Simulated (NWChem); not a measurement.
## Ionisation of Li (+1)

```xyz
1

Li     0.0000     0.0000     0.0000
```
Charge +1, spin multiplicity 1.

All runs are NWChem calculations.

Basis set: def2-TZVPD. The species with one electron less has spin multiplicity 2. Δ marks differences of total energies (open shells unrestricted). −ε marks an orbital energy of the parent. That orbital need not have the symmetry of the hole or added electron in the Δ rows.

B3LYP has NWChem's definition, with VWN1-RPA local correlation. No SCF solution was tested for a lower state.

For the first vertical ionisation energy, −ε(HOMO) of PBE0 gives 64.48 eV and −ε(HOMO) of B3LYP gives 64.05 eV. What do ΔPBE, ΔPBE0, G0W0@PBE0 give?

ΔPBE: 75.39 eV; ΔPBE0: 75.42 eV; G0W0@PBE0: 74.71 eV.
